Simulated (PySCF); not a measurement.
Phthalazine, C8H6N2.
InChI=1S/C8H6N2/c1-2-4-8-6-10-9-5-7(8)3-1/h1-6H

Computed, not measured: PySCF 2.14.0, density-fitted response routines, TDDFT CAM-B3LYP/def2-SVPD, vertical, gas phase, core orbitals frozen in the response. Geometry: PBE0-D3(BJ)/def2-SVP; no solvent, vibrations or thermal averaging.

Question: What does the calculation give for the low-lying excited states?

Answer: 

```csv
state,E (eV),E (hartree),f,symmetry,"main configurations (H = HOMO, L = LUMO)"
S1,3.77,0.1385,0.0000,–,"H→L (88%), H→L+2 (11%)"
S2,4.20,0.1544,0.0037,B1 or B2,H→L+1 (92%)
S3,4.81,0.1767,0.0069,A1,"H-1→L+1 (57%), H-2→L (42%)"
S4,4.93,0.1810,0.066,B1 or B2,H-1→L (91%)
S5,5.69,0.2093,0.0028,B1 or B2,"H-3→L (88%), H-3→L+2 (9%)"
S6,6.12,0.2248,0.0000,–,H-3→L+1 (93%)
S7,6.27,0.2304,0.0000,–,"H→L+2 (86%), H→L (11%)"
S8,6.35,0.2333,1.153,A1,"H-2→L (55%), H-1→L+1 (41%)"
S9,6.46,0.2373,0.192,B1 or B2,"H-2→L+1 (82%), H-1→L+2 (9%)"
S10,6.70,0.2461,0.0066,B1 or B2,"H-4→L+1 (53%), H-2→L+2 (30%), H-1→L+2 (10%)"
```

Triplets, Tamm–Dancoff:

| state | E (eV) | λ (nm) | main configurations (H = HOMO, L = LUMO) |
| --- | --- | --- | --- |
| T1 | 3.30 | 376.2 | H-1→L (86%) |
| T2 | 3.35 | 369.9 | H→L (82%), H→L+2 (13%) |
| T3 | 3.42 | 362.6 | H→L+1 (82%), H→L+9 (12%) |
| T4 | 4.18 | 296.4 | H-1→L+1 (87%), H-2→L (9%) |

The lowest singlet lies at 3.77 eV (329 nm, ultraviolet) and is dark (f under 0.0005); its leading configuration is HOMO→LUMO (88%). The most intense listed level is S8 at 6.35 eV (195 nm, f = 1.153), 2.58 eV above S1. Löwdin shares by element: HOMO nitrogen 78%, carbon 15% or more; LUMO carbon 48% or more (atoms not listed hold the other 52%). The listed states span 2.93 eV, and the widest gap between neighbours is 0.77 eV (S4 to S5). Of the 10 states listed, 3 reach f = 0.01 and 3 stay under 0.0005. Weighted by f, the mean energy of these states is 6.28 eV. No computed singlet lies in the visible range (380 to 750 nm); the lowest, at 329 nm, stands 0.51 eV above its violet end (3.26 eV). All these states lie below the vertical ionisation energy of 8.71 eV (ΔSCF). Symmetry labels in C2v follow from the direction of the transition dipole and are given only for states with f of 0.002 or more; B1 and B2 swap with the choice of axes. The window holds the lowest 10 singlets.
